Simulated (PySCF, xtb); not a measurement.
Homolysis of single bonds, series Si F-OH. Gas-phase values, no solvent. One relaxed conformer stands for each flexible species; it need not be the lowest. Strings in code marks are SMILES.

Quantity: homolytic bond dissociation enthalpy at 298 K (no spin–orbit term), in eV. Enthalpy corrections at 298 K come from GFN2-xTB frequencies (xtb).

A: F–Si bond of `F[Si](F)(F)F`, giving `F[Si](F)F` and `[F]`
B: O–Si bond of `O[Si](F)(F)F`, giving `F[Si](F)F` and `[OH]`
C: Si–F bond of `O[Si](O)(O)F`, giving `O[Si](O)O` and `[F]`
D: O–Si bond of `O[Si](O)(O)O`, giving `O[Si](O)O` and `[OH]`

Question: Order them by homolytic bond dissociation enthalpy at 298 K (no spin–orbit term) (lowest first) at the level ωB97X-D3(BJ)/def2-TZVP // PBE0-D3(BJ)/def2-TZVP (PySCF).

Answer: D (5.95 eV), B (5.99 eV), A (7.01 eV), C (7.07 eV)
